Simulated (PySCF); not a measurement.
**Löwdin shares of the frontier orbitals**

Compound: C2H3N2P.
SMILES with atom numbers: `[cH:1]1[n:2][nH:3][cH:4][p:5]1` (hydrogens: H6 on C1; H7 on N3; H8 on C4)

Method: PySCF 2.14.0, density-fitted response routines, TDDFT CAM-B3LYP/def2-SVPD, vertical, gas phase, core orbitals frozen in the response. Geometry: GFN2-xTB; no solvent, vibrations or thermal averaging.

Frontier orbitals with the atoms that hold most of them (Löwdin shares over 4%, at most four atoms; ? is withheld):

```tsv
orbital	ε (eV)	atoms
HOMO-3	-10.65	P5 37%, N2 23%, C4 13%, C1 12%
HOMO-2	-9.41	C1 28%, N2 26%, N3 21%, C4 16%
HOMO-1	-9.14	P5 44%, N2 33%, C1 11%, C4 5%
HOMO	?	?
LUMO	0.49	?
LUMO+1	1.33	H7 30%, C4 30%, H8 18%, N3 12%
LUMO+2	1.39	N2 30%, C1 29%, P5 21%, N3 8%
```

Question: Give the leading atoms of the HOMO.

Answer: P5 (bonded to 2 C) 40%; C4 (bonded to N, P and H) 23%; C1 (bonded to N, P and H) 12%; N3 (bonded to C, N and H) 12%. By element: phosphorus 40%, carbon 36%, nitrogen 12% or more.

Question: Give the leading atoms of the LUMO.

Answer: P5 (bonded to 2 C) 35%; C4 (bonded to N, P and H) 30%; N3 (bonded to C, N and H) 17%; C1 (bonded to N, P and H) 7%. By element: carbon 37%, phosphorus 35%, nitrogen 17% or more.

Question: What is the HOMO energy, and the HOMO–LUMO gap?

Answer: ε(HOMO) = -8.27 eV; the gap is 8.76 eV (0.3218 hartree).

Question: How does S1 compare with the orbital gap of 8.76 eV?

Answer: S1 is at 5.79 eV (f = 0.112), 2.96 eV below the gap, made of HOMO→LUMO (88%). Without the coupling terms of the response equations the lowest excitation would equal the gap.

Question: Give energy, strength and leading configuration of S1, S2 and S6, and follow the Löwdin shares of the leading atoms from the occupied to the empty orbital.

Answer: 
- S1 (5.79 eV, f 0.112), HOMO→LUMO (88%): P5 40% → 35%, C4 23% → 30%
- S2 (5.86 eV, f 0.0099), HOMO-1→LUMO (93%): P5 44% → 35%, N2 33% → at most 7%, C4 5% → 30%
- S6 (6.68 eV, f 0.018), HOMO→LUMO+1 (87%): P5 40% → at most 11%, C4 23% → 30%, H7 at most 13% → 30%

Hardware: an x86-64 server with one thread, shared host. Cost: 7.3 s wall.
